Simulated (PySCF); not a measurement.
Match the calculated data to a structure.

All candidates are C4H8O.

| technique | computed result |
| --- | --- |
| 13C NMR | chemical shifts (computed TMS as zero) by class: 150.6 (1 C), 123.0 (1 C), 84.4 (1 C), 63.1 (1 C) ppm [GIAO PBE/pcSseg-2] |
| 1H NMR | chemical shifts (computed TMS as zero) by class: 6.41 (1 H), 5.44 (1 H), 5.27 (1 H), 3.97 (2 H), 3.45 (3 H) ppm [GIAO PBE/pcSseg-2] |
| XPS | C1s 290.4, C1s 290.6, C1s 292.2, C1s 292.2, O1s 538.4 eV [ΔSCF SCAN, pcX-2 on the ionised atom, pcseg-1 elsewhere, spin-free X2C] |
| NMR, other nuclei | isotropic shieldings of nuclei other than C and H, by class: 293 (1 O) ppm [GIAO PBE/pcSseg-2] |
| Polarisability | 57.0 au [CAM-B3LYP/def2-SVPD] |
| Rotational structure | rotational constants A, B, C: 23.026, 2.313, 2.248 GHz [PBE0-D3(BJ)/def2-SVP] |

Gas-phase values; electronic properties from PySCF, density fitting. Levels stand in brackets. Geometry: PBE0-D3(BJ)/def2-SVP, one conformer, isolated molecule. NMR classes are plain means over equivalent atoms (diastereotopic ones count apart unless rotation or inversion swaps them), as if these changed places fast.

Question: Which candidate is it?
A. `COC1CC1`
B. `C=CCOC`
C. `C1CCOC1`
D. `CCC(C)=O`
E. `OCC1CC1`

Answer: B. It is `C=CCOC`. Numbering: `[CH2:1]=[CH:2][CH2:3][O:4][CH3:5]`. Its formula, C4H8O, gives 1 degree of unsaturation: 0 rings and 1 π bond in the structure found. 4 carbons fall into 4 classes; from least to most shielded: alkene CH carbon [C2] (150.6 ppm), terminal =CH2 carbon [C1] (123.0 ppm), sp3 carbon bound to oxygen [C3] (84.4 ppm), methoxy carbon [C5] (63.1 ppm). Hydrogen classes from least to most shielded: 1 H on an alkene CH carbon, C2 (6.41 ppm), 1 H on a terminal =CH2 carbon, C1 (5.44 ppm), 1 H on a terminal =CH2 carbon, C1 (5.27 ppm), 2 H on an sp3 carbon bound to oxygen, C3 (3.97 ppm), 3 H on a methoxy carbon, C5 (3.45 ppm, a mean of values up to 0.5 ppm apart in this geometry). The other shieldings belong to: 293 ppm, ether oxygen [O4]. The core levels belong to: C1s 290.4 eV, terminal =CH2 carbon [C1]; C1s 290.6 eV, alkene CH carbon [C2]; C1s 292.2 eV, methoxy carbon [C5]; C1s 292.2 eV, sp3 carbon bound to oxygen [C3]; O1s 538.4 eV, ether oxygen [O4]. The hole state at 290.6 eV has ⟨S²⟩ = 0.82 against 0.75, so that value is less sure. The optimised geometry has point group C1 and is an asymmetric top.

The others, at the same levels:
- `C1CCOC1` fails: its computed core binding energies are C1s 290.8 (×2), C1s 291.9 (×2), O1s 538.0 eV, rotational constant A is 7.172 GHz (against 23.026 GHz) and smallest rotational constant is 4.059 GHz (against 2.248 GHz).
- `COC1CC1` fails: its computed core binding energies are C1s 290.6 (×2), C1s 292.0, C1s 292.1, O1s 538.5 eV, static isotropic polarisability is 52.5 au (against 57.0 au) and rotational constant A is 13.113 GHz (against 23.026 GHz).
- `CCC(C)=O` fails: its computed core binding energies are C1s 290.7, C1s 291.0, C1s 291.1, C1s 293.3, O1s 537.6 eV, rotational constant A is 9.606 GHz (against 23.026 GHz) and smallest rotational constant is 2.765 GHz (against 2.248 GHz).
- `OCC1CC1` fails: its computed core binding energies are C1s 290.7, C1s 290.8 (×2), C1s 292.2, O1s 538.6 eV, static isotropic polarisability is 52.0 au (against 57.0 au) and rotational constant A is 12.599 GHz (against 23.026 GHz).

Each candidate is one conformer, not necessarily the lowest. Dipoles, sizes and rotational constants follow the conformer. The torsions of the flexible species, by atom-mapped SMILES:
- `[CH2:1]=[CH:2][CH2:3][O:4][CH3:5]`: C1–C2–C3–O4 -132°, C2–C3–O4–C5 -178°
- `[CH3:1][O:2][CH:3]1[CH2:4][CH2:5]1`: C1–O2–C3–C4 -152°
- `[CH3:1][CH2:2][C:3]([CH3:4])=[O:5]`: C1–C2–C3–C4 178°
- `[OH:1][CH2:2][CH:3]1[CH2:4][CH2:5]1`: O1–C2–C3–C4 83°, H–O1–C2–C3 -52°
